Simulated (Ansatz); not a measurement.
**CH5O radical (built from SMILES CO.[H]): single points off equilibrium**

Aim: energy, forces and dipole at a displaced guess of a reacting structure, from CCSD(T) and from density functionals.

Method: single points in def2-TZVPP; program: Ansatz 0.2.0, Gaussian basis.

Correlated methods freeze the cores. Orbitals are unrestricted.

### 1 The starting structure

7 atoms, charge 0, spin multiplicity 2.

Atoms are counted from 1 here; the program's logs count them from 0.

Bond lengths: O2–C3 1.369 Å, C3–H5 1.091 Å, C3–H6 1.101 Å, C3–H7 1.084 Å. Angles: O2–C3–H5 113.1°, O2–C3–H6 112.7°, O2–C3–H7 102.7°, H5–C3–H6 113.0°, H5–C3–H7 107.0°, H6–C3–H7 107.5°.

Coordinates:

```xyz
7

H    -0.7619   -1.1388    0.3969
O    -0.0080   -0.7262   -0.5606
C     0.4024    0.5517   -0.2933
H    -1.3684   -1.3864    1.1979
H     1.0747    0.6155    0.5641
H    -0.4352    1.2639   -0.2378
H     0.9853    0.8030   -1.1719
```

### 2 CCSD(T)/def2-TZVPP

run/in.yaml

```yaml
crystal:
  periodic: [false, false, false]
  atoms:
    - {symbol: H, position_ang: [-0.761900, -1.138800, 0.396900]}
    - {symbol: O, position_ang: [-0.008000, -0.726200, -0.560600]}
    - {symbol: C, position_ang: [0.402400, 0.551700, -0.293300]}
    - {symbol: H, position_ang: [-1.368400, -1.386400, 1.197900]}
    - {symbol: H, position_ang: [1.074700, 0.615500, 0.564100]}
    - {symbol: H, position_ang: [-0.435200, 1.263900, -0.237800]}
    - {symbol: H, position_ang: [0.985300, 0.803000, -1.171900]}
basis:
  gaussian: {orbitals: def2-TZVPP}
magnetization: {spin_polarized: true, initial_magnetization: 1}
correlation: {method: ccsd_t}
scf: {omitted_lower_state_checks: [cluster_reference]}
output: {forces: true}
```

On the command line:

```
$ ansatz run in.yaml --threads 4 --pin off --events-out ev --progress --plain --max-ram 5222MiB
```

### 3 PBE0-D4/def2-TZVPP

run/in.yaml: that of step 2 with these lines changed.

```diff
@@ -13,4 +13,3 @@
 magnetization: {spin_polarized: true, initial_magnetization: 1}
-correlation: {method: ccsd_t}
-scf: {omitted_lower_state_checks: [cluster_reference]}
-output: {forces: true}
+hamiltonian: {xc: pbe0, dispersion: d4}
+output: {forces: true, orbitals: {seedname: orbitals}}
```

### 4 wB97M-V/def2-TZVPP

run/in.yaml: that of step 3 with these lines changed.

```diff
@@ -13,3 +13,3 @@
 magnetization: {spin_polarized: true, initial_magnetization: 1}
-hamiltonian: {xc: pbe0, dispersion: d4}
-output: {forces: true, orbitals: {seedname: orbitals}}
+hamiltonian: {xc: {name: wB97M-V}}
+output: {forces: true}
```

### 5 r2SCAN-D4/def2-TZVPP

run/in.yaml: that of step 4 with these lines changed.

```diff
@@ -13,3 +13,3 @@
 magnetization: {spin_polarized: true, initial_magnetization: 1}
-hamiltonian: {xc: {name: wB97M-V}}
+hamiltonian: {xc: r2scan, dispersion: d4}
 output: {forces: true}
```

### 6 PBE-D4/def2-TZVPP

run/in.yaml: that of step 5 with these lines changed.

```diff
@@ -13,3 +13,3 @@
 magnetization: {spin_polarized: true, initial_magnetization: 1}
-hamiltonian: {xc: r2scan, dispersion: d4}
+hamiltonian: {xc: pbe, dispersion: d4}
 output: {forces: true}
```

### 7 HSE06-D4/def2-TZVPP

run/in.yaml: that of step 6 with these lines changed.

```diff
@@ -13,3 +13,3 @@
 magnetization: {spin_polarized: true, initial_magnetization: 1}
-hamiltonian: {xc: pbe, dispersion: d4}
+hamiltonian: {xc: hse06, dispersion: d4}
 output: {forces: true}
```

### 8 B97M-V/def2-TZVPP

run/in.yaml: that of step 7 with these lines changed.

```diff
@@ -13,3 +13,3 @@
 magnetization: {spin_polarized: true, initial_magnetization: 1}
-hamiltonian: {xc: hse06, dispersion: d4}
+hamiltonian: {xc: {name: B97M-V}}
 output: {forces: true}
```

(Steps that only read results are left out.)

**Question.** What will these runs give? Wanted: energy less free atoms, CCSD(T)/def2-TZVPP; RMS force component; RMS force error; HOMO and LUMO, PBE0-D4; T1 diagnostic.

As calculated:

| quantity | value |
| --- | --- |
| energy less free atoms, CCSD(T)/def2-TZVPP | -2010.7 kJ/mol |
| RMS force component | 0.540 to 0.696 eV/Å over the methods |
| RMS force error | PBE0-D4 0.241, wB97M-V 0.138, r2SCAN-D4 0.192, PBE-D4 0.248, HSE06-D4 0.243, B97M-V 0.276 eV/Å |
| HOMO and LUMO, PBE0-D4 | -7.91 and -3.95 eV |
| T1 diagnostic | 0.025 |

In words: Against CCSD(T) the functionals' energies less atoms differ by -129.5 to -60.2 kJ/mol, PBE-D4 by -129.5 kJ/mol. A larger basis would deepen the CCSD(T) value, while the functionals are nearly converged already, so the order here is not reliable. On forces the order runs from wB97M-V to B97M-V. Frozen-core CCSD(T) forces in triple zeta carry basis errors of their own, and this is one geometry, so small gaps rank nothing.
